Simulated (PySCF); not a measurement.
Spin states of O2

Unrestricted PBE0; basis O def2-TZVP; no relativity; PySCF 2.14. Outer shells of the fragments: O 2s2 2p4; O 2s2 2p4.

Followed along the bond (rough minima from three points):

```csv
2Ms+1,unpaired,⟨S²⟩ at the start,R at minimum (Å),Te (eV)
3,π ↑↑,2.01,1.20,0.00
1,π ↑↓,1.01,1.20,0.45
```

Solutions found at the starting distance of 1.200 Å, counted from the lowest of them; the search is not exhaustive and high or unbound solutions are not listed, so other states can lie among these:

| 2Ms+1 | unpaired | term | E (eV) | ⟨S²⟩ | ⟨Lz²⟩ |
| --- | --- | --- | --- | --- | --- |
| 3 | π ↑↑ | ³Σ⁻ | 0.00 | 2.01 | 0.00 |
| 1 | π ↑↓ | mixed | 0.45 | 1.01 | 2.01 |
| 1 | none | mixed | 1.78 | 0.00 | 2.00 |
| 3 | π ↑↑ | mixed | 6.35 | 2.01 | 2.01 |
| 3 | σ ↑, π ↑ | ³Π | 7.79 | 2.01 | 1.00 |
| 1 | σ ↓, π ↑ | mixed | 8.35 | 1.01 | 1.00 |

A term symbol is given only where ⟨S²⟩ and ⟨Lz²⟩ are close to those of a pure state; real π, δ and φ orbitals otherwise mix terms, and g/u labels are left off.

The measured ground state is X ³Σg- (Huber and Herzberg, Constants of Diatomic Molecules (1979)).

Counting both spins, an empty level lies below a filled one in some of these solutions, because spin and occupation are held.
